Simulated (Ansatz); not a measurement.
# CHCl₂+ (SMILES Cl[CH+]Cl): single points off equilibrium

One table from this session's results is given with a row withheld; the runs are named, their logs left out.

Program: Ansatz 0.2.0, Gaussian basis. Level of theory: single points in def2-TZVPP. These are calculated values, not measurements.

Correlated methods freeze the cores.

**Starting geometry**

4 atoms, charge 1, spin multiplicity 1.

Atoms are counted from 1 here; the program's logs count them from 0.

Bond lengths: Cl1–C2 1.634 Å, C2–Cl3 1.620 Å, C2–H4 1.087 Å. Angles: Cl1–C2–Cl3 123.5°, Cl1–C2–H4 117.9°, Cl3–C2–H4 118.6°.

As a file:

```
Cl    1.3249   -0.6243   -0.5782
C    -0.0290   -0.0204    0.1079
Cl   -1.1924    0.7374   -0.7257
H    -0.1465   -0.1288    1.1832
```

The first run:

Contents of run/in.yaml:

```yaml
crystal:
  periodic: [false, false, false]
  atoms:
    - {symbol: Cl, position_ang: [1.324940, -0.624266, -0.578233]}
    - {symbol: C, position_ang: [-0.028950, -0.020444, 0.107900]}
    - {symbol: Cl, position_ang: [-1.192378, 0.737372, -0.725743]}
    - {symbol: H, position_ang: [-0.146534, -0.128759, 1.183180]}
basis:
  gaussian: {orbitals: def2-TZVPP}
total_charge: 1
hamiltonian: {xc: pbe, dispersion: d4}
output: {forces: true}
```

Command:

```sh
$ ansatz run in.yaml --threads 2 --pin off --events-out ev --progress --plain --max-ram 3481MiB
```

Steps of the session up to this table: PBE-D4/def2-TZVPP; r2SCAN-D4/def2-TZVPP; PBE0-D4/def2-TZVPP; wB97M-V/def2-TZVPP; CCSD(T)/def2-TZVPP.

One table of the session follows, with a row left open; its other results are not shown here.

| method | RMS force component (eV/Å) | angle to CCSD(T) forces (°) |
| --- | --- | --- |
| PBE-D4 | ? | ? |
| r2SCAN-D4 | 0.161 | 30.3 |
| PBE0-D4 | 0.256 | 54.2 |
| wB97M-V | 0.198 | 45.2 |
| CCSD(T) | 0.136 | reference |

Estimate the missing values for PBE-D4.

As computed: RMS force component (eV/Å): 0.199; angle to CCSD(T) forces (°): 42.1. In the column «RMS force component (eV/Å)» it lies between wB97M-V (0.198) and PBE0-D4 (0.256).
